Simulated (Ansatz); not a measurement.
# Rb2Li: from a trial structure to a relaxed crystal

The calculation used DFT PBE, scalar-relativistic, plane waves, PAW in Ansatz 0.2.0.

The start puts Rb2Li on the cubic Laves (C15) structure type (Fd-3m, No. 227), with Li in place of Mg, Rb in place of Cu, at a guessed volume.

The final relaxation ran on this input, with the default PAW datasets:

```yaml
crystal:
  lattice:
    - [0.0, 5.9772243465, 5.9772243465]
    - [5.9772243465, 0.0, 5.9772243465]
    - [5.9772243465, 5.9772243465, 0.0]
  atoms:
    - { symbol: Rb, position: [0.125, 0.125, 0.125] }
    - { symbol: Rb, position: [0.625, 0.125, 0.125] }
    - { symbol: Rb, position: [0.125, 0.125, 0.625] }
    - { symbol: Rb, position: [0.125, 0.625, 0.125] }
    - { symbol: Li, position: [0.5, 0.5, 0.5] }
    - { symbol: Li, position: [0.75, 0.75, 0.75] }
basis:
  ecutwfc: 420
kpoints:
  mp_grid: { grid: [6, 6, 6] }
hamiltonian:
  xc: pbe
scf:
  occupations: { method: gaussian, width: 0.1 }
output:
  forces: true
  stress: true
  eigenvalues: true
relax:
  adjacent_minimum: "off"
  f_tol: 0.01
  max_steps: 80
  cell: { stress_tol: 0.05 }
```

Launched as:

```bash
ansatz run input.yaml --threads 1 --pin off --max-ram 2560MiB --backend cpu --events-out ev --progress --plain --runs-dir out
```

Time: 18 s on 1 thread of Intel(R) Xeon(R) 6975P-C (Granite Rapids), with other jobs on the host, peak memory 0.64 GiB.

The program printed at the end:

```
SCF converged after 6 iterations
Free energy (F): -13476.862837 eV
Harris-Foulkes:  -13476.862837 eV  (|F-HF|=2.73e-11)
Internal energy: -13476.837174 eV  (E = F + TS)
E sigma→0 (E₀):  -13476.850005 eV
Entropy (-TS):   -0.025664 eV (-4.277 meV/atom)
Fermi energy:    1.600962 eV
--- Per-component energies (eV) ---
  E_band       = -676.585010
  E_kinetic    = 803.161057
  E_local      = -3324.604478  (includes V_loc(G=0)·N_el)
  E_nonlocal   = 627.978427
  E_hartree    = 977.237038
  E_xc         = -535.539386
  E_vxc        = -564.482025  (∫ρ·V_xc dr)
  E_paw        = -10514.029963  (= ΣΔE_a)
  E_vpaw       = -173.112068  (= ΣTr[D̂ρ^β])
  E_aug_tail   = 0.000025  (compensation charges beyond the density's cutoff)
  E_ewald      = -1511.039893
  E_smearing   = -0.025664  (= −TS)
  E_closure    = 0.000000  (closes the sum)
  Σ components = -13476.862837   (vs F -13476.862837, Δ=0.00e0)
--- Forces (eV/Å), atoms counted from 1 ---
  atom   1  Rb     0.00000000     0.00000000     0.00000000
  atom   2  Rb     0.00000000     0.00000000     0.00000000
  atom   3  Rb     0.00000000     0.00000000     0.00000000
  atom   4  Rb     0.00000000     0.00000000     0.00000000
  atom   5  Li     0.00000000     0.00000000     0.00000000
  atom   6  Li     0.00000000     0.00000000     0.00000000
  max |Σ_I F_I| component: 2.02e-18 eV/Å
--- Stress (GPa, compression-positive) ---
        0.016680       0.000000       0.000000
        0.000000       0.016680       0.000000
        0.000000       0.000000       0.016680
  P = ⅓ Tr σ = 0.0167 GPa (0.167 kbar)
--- Relaxed structure (1 steps of the walk, 1 accepted, 1 SCFs on fresh bases) ---
  F+E_penalty+E_count = -13476.86283744 eV   max|allowed force component| = 6.746e-19 eV/Å   (the final SCF, on the basis selected at the relaxed cell)
  cell:  # Å, volume = 427.0991 Å³
    - [0.0, 5.977224, 5.977224]
    - [5.977224, 0.0, 5.977224]
    - [5.977224, 5.977224, 0.0]
  atoms:
    - { symbol: Rb, position: [0.125, 0.125, 0.125] }
    - { symbol: Rb, position: [0.625000, 0.125, 0.125000] }
    - { symbol: Rb, position: [0.125, 0.125, 0.625000] }
    - { symbol: Rb, position: [0.125, 0.625000, 0.125000] }
    - { symbol: Li, position: [0.5, 0.5, 0.5] }
    - { symbol: Li, position: [0.75, 0.75, 0.75] }
```

Absolute energies hang on the potentials; compare differences alone.

The result has space group Fd-3m (No. 227). Rb has 6 Rb at 4.23 Å and 6 Li at 4.96 Å; Li is coordinated by 12 Rb at 4.96 Å and 4 Li at 5.18 Å.

Against the elements it lies at 0.32 eV/atom. Formation energies are uncorrected and refer to the elements' standard structures at the same level.

For metals, differences of a few meV/atom aren't resolved.

A structure relaxed within its symmetry needn't be a true minimum.